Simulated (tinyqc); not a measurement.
Pariser-Parr-Pople SCF with singles CI, for the molecule C=C1C=CN=C1 (SMILES; centres numbered as the heavy atoms are written), step by step. Computed by tinyqc, a small Python program that keeps every step. Settings: charge = 0, gamma = MN, start = huckel, damping = 0, iteration cap = 84, excitations kept = 4. Command: `OMP_NUM_THREADS=1 python tinyqc.py 31714 31715 out.jsonl` (the two numbers bound the seeds that draw the settings). One thread of a shared host (Intel(R) Xeon(R) Processor @ 2.60GHz), about 0.01 s of CPU time with the checks. Later iterations appear only in the table of the cycle.

## PPP integrals

Centres (angstrom, eV; a flat drawing with bonds scaled to 1.40 angstrom):
```
centre          x          y  core charge z          W   gamma_rr
1C       2.159000   0.000000              1  11.570000   9.540000
2C       0.759000   0.000000              1  11.570000   9.540000
3C      -0.064000   1.133000              1  11.570000   9.540000
4C      -1.395000   0.700000              1  11.570000   9.540000
5N      -1.395000  -0.700000              1  12.700000  12.450000
6C      -0.064000  -1.133000              1  11.570000   9.540000
```

Resonance integrals (eV):
```
i  j       beta
1  2  -2.390000
2  3  -2.390000
3  4  -2.390000
4  5  -2.350000
5  6  -2.350000
6  2  -2.390000
```

Mataga-Nishimoto: gamma = 14.399645/(R + a), a = 2 x 14.399645/(gamma_rr + gamma_ss); H_rr = -W_r - sum_(s != r) z_s gamma_rs; H_rs = beta for bonds.

repulsion gamma_rs (eV), order 1C, 2C, 3C, 4C, 5N, 6C:
```
[[9.540000, 4.949358, 3.595888, 2.806031, 2.919675, 3.595888],
 [4.949358, 9.540000, 4.948739, 3.815199, 4.028389, 4.948739],
 [3.595888, 4.948739, 9.540000, 4.949935, 4.027958, 3.814075],
 [2.806031, 3.815199, 4.949935, 9.540000, 5.314201, 3.814812],
 [2.919675, 4.028389, 4.027958, 5.314201, 12.450000, 5.314866],
 [3.595888, 4.948739, 3.814075, 3.814812, 5.314866, 9.540000]]
```

core matrix H (eV), order 1C, 2C, 3C, 4C, 5N, 6C:
```
[[-29.436839, -2.390000, 0.000000, 0.000000, 0.000000, 0.000000],
 [-2.390000, -34.260424, -2.390000, 0.000000, 0.000000, -2.390000],
 [0.000000, -2.390000, -32.906595, -2.390000, 0.000000, 0.000000],
 [0.000000, 0.000000, -2.390000, -32.270177, -2.350000, 0.000000],
 [0.000000, 0.000000, 0.000000, -2.350000, -34.305089, -2.350000],
 [0.000000, -2.390000, 0.000000, 0.000000, -2.350000, -33.058380]]
```

## Starting guess

pi electrons, sum of z_r less the charge = 6

Orbitals of the Hueckel matrix of the beta values.

P at the start, order 1C, 2C, 3C, 4C, 5N, 6C:
```
[[0.623649, 0.758315, 0.211710, -0.309992, -0.312823, 0.211056],
 [0.758315, 1.046415, 0.448323, -0.095877, -0.097280, 0.450728],
 [0.211710, 0.448323, 1.091287, 0.779756, -0.116641, -0.352459],
 [-0.309992, -0.095877, 0.779756, 1.072475, 0.517426, -0.117093],
 [-0.312823, -0.097280, -0.116641, 0.517426, 1.074008, 0.778375],
 [0.211056, 0.450728, -0.352459, -0.117093, 0.778375, 1.092166]]
```

## Iteration 1: Fock matrix

F_rr = H_rr + P_rr gamma_rr / 2 + sum_(s != r) P_ss gamma_rs; F_rs = H_rs - P_rs gamma_rs / 2; E = tr P (H + F) / 2 + core repulsion sum_(r<s) z_r z_s gamma_rs.

F (eV), order 1C, 2C, 3C, 4C, 5N, 6C:
```
[[-7.286348, -4.266585, -0.380642, 0.434923, 0.456670, -0.379467],
 [-4.266585, -6.958796, -3.499316, 0.182896, 0.195941, -3.505267],
 [-0.380642, -3.499316, -6.479806, -4.319871, 0.234912, 0.672153],
 [0.434923, 0.182896, -4.319871, -6.136510, -3.724852, 0.223345],
 [0.456670, 0.195941, 0.234912, -3.724852, -5.683447, -4.418479],
 [-0.379467, -3.505267, 0.672153, 0.223345, -4.418479, -6.465992]]
```

pi energy = -80.071702 eV

## Iteration 1: orbitals and new P

Diagonalise F (the basis is taken as orthonormal) and form P = 2 sum c c over the lowest orbitals.

orbital energies (eV): [-14.275379, -11.147725, -9.888303, -4.604617, 0.307863, 0.597265]

P after iteration 1, order 1C, 2C, 3C, 4C, 5N, 6C:
```
[[0.813289, 0.831101, 0.184669, -0.328096, -0.324237, 0.165926],
 [0.831101, 0.987462, 0.390668, -0.046443, -0.041300, 0.390679],
 [0.184669, 0.390668, 1.084325, 0.812421, -0.071226, -0.375585],
 [-0.328096, -0.046443, 0.812421, 1.025235, 0.474972, -0.062713],
 [-0.324237, -0.041300, -0.071226, 0.474972, 0.976004, 0.813583],
 [0.165926, 0.390679, -0.375585, -0.062713, 0.813583, 1.113686]]
```

## Iteration 2: Fock matrix

As before.

F (eV), order 1C, 2C, 3C, 4C, 5N, 6C:
```
[[-7.039896, -4.446707, -0.332024, 0.460323, 0.473334, -0.298325],
 [-4.446707, -6.804395, -3.356657, 0.088595, 0.083185, -3.356684],
 [-0.332024, -3.356657, -6.669349, -4.400716, 0.143447, 0.716255],
 [0.460323, 0.088595, -4.400716, -6.527810, -3.612049, 0.119619],
 [0.473334, 0.083185, 0.143447, -3.612049, -6.142035, -4.512042],
 [-0.298325, -3.356684, 0.716255, 0.119619, -4.512042, -6.700809]]
```

pi energy = -80.300595 eV

## Iteration 2: orbitals and new P

As before.

orbital energies (eV): [-14.389647, -11.305038, -10.212363, -4.345105, 0.068626, 0.299234]

P after iteration 2, order 1C, 2C, 3C, 4C, 5N, 6C:
```
[[0.826139, 0.843935, 0.181484, -0.317160, -0.313482, 0.160462],
 [0.843935, 0.989427, 0.376995, -0.046251, -0.038649, 0.376701],
 [0.181484, 0.376995, 1.068440, 0.823565, -0.068964, -0.370458],
 [-0.317160, -0.046251, 0.823565, 1.032794, 0.462499, -0.063485],
 [-0.313482, -0.038649, -0.068964, 0.462499, 0.984474, 0.825429],
 [0.160462, 0.376701, -0.370458, -0.063485, 0.825429, 1.098725]]
```

## Convergence

Stop when output and input P, before any damping, agree to 1e-7.

Course of the cycle:
```
iteration        E (eV)  largest |P(out) - P(in)|
1          -80.07170243                  1.90e-01
2          -80.30059470                  1.59e-02
3          -80.31200488                  5.93e-03
4          -80.31361511                  2.76e-03
5          -80.31388313                  1.29e-03
6          -80.31393094                  6.05e-04
7          -80.31393995                  2.82e-04
8          -80.31394173                  1.32e-04
9          -80.31394209                  6.12e-05
10         -80.31394217                  2.85e-05
11         -80.31394218                  1.32e-05
12         -80.31394219                  6.16e-06
13         -80.31394219                  2.86e-06
14         -80.31394219                  1.33e-06
15         -80.31394219                  6.16e-07
16         -80.31394219                  3.08e-07
17         -80.31394219                  1.63e-07
18         -80.31394219                  8.65e-08
```

Converged in 18 iterations.

## Converged orbitals

Charges are z - P_rr.

orbital energies (eV): [-14.397282, -11.303258, -10.263748, -4.303610, 0.048551, 0.280025]

coefficients, order 1C, 2C, 3C, 4C, 5N, 6C:
```
[[0.320530, 0.559930, -0.013027, 0.685991, -0.123707, -0.312542],
 [0.542518, 0.449338, -0.002913, -0.306732, 0.225188, 0.599138],
 [0.412551, -0.091693, -0.593961, -0.357251, -0.499192, -0.302958],
 [0.365404, -0.496306, -0.369749, 0.327274, 0.613020, -0.023309],
 [0.357653, -0.471757, 0.376287, 0.306325, -0.517140, 0.382974],
 [0.413885, -0.085391, 0.607228, -0.326742, 0.203879, -0.551684]]
```

pi charges: [0.167138, 0.007523, -0.062791, -0.033109, 0.015875, -0.094637]

## Singles CI, singlets

Over the 4 single excitations with the smallest orbital gaps: A = (e_a - e_i) delta + 2 (ia|jb) - (ij|ab), with (pq|rs) = sum c_mp c_mq gamma_mn c_nr c_ns. f = 2/3 w |mu|^2 in atomic units, mu = sqrt2 sum c_ia sum_m c_mi c_ma R_m.

singlet CI matrix (eV), order 3>4, 2>4, 1>4, 3>5:
```
[[2.439532, -0.025641, -0.039646, 0.148307],
 [-0.025641, 4.671083, 0.004253, 0.647648],
 [-0.039646, 0.004253, 6.673714, -0.460482],
 [0.148307, 0.647648, -0.460482, 6.931569]]
```

singlet excitation energies (eV): [2.433487, 4.493402, 6.401553, 7.387456]

oscillator strengths: [0.036625, 0.718186, 0.332898, 0.599300]

## Singles CI, triplets

Over the 4 single excitations with the smallest orbital gaps: A = (e_a - e_i) delta - (ij|ab), with (pq|rs) = sum c_mp c_mq gamma_mn c_nr c_ns.

triplet CI matrix (eV), order 3>4, 2>4, 1>4, 3>5:
```
[[1.392116, 0.068477, -0.007028, -0.169876],
 [0.068477, 1.822882, -0.525675, -0.512981],
 [-0.007028, -0.525675, 5.184315, 0.756086],
 [-0.169876, -0.512981, 0.756086, 4.740764]]
```

triplet excitation energies (eV): [1.376668, 1.694665, 4.184243, 5.884501]
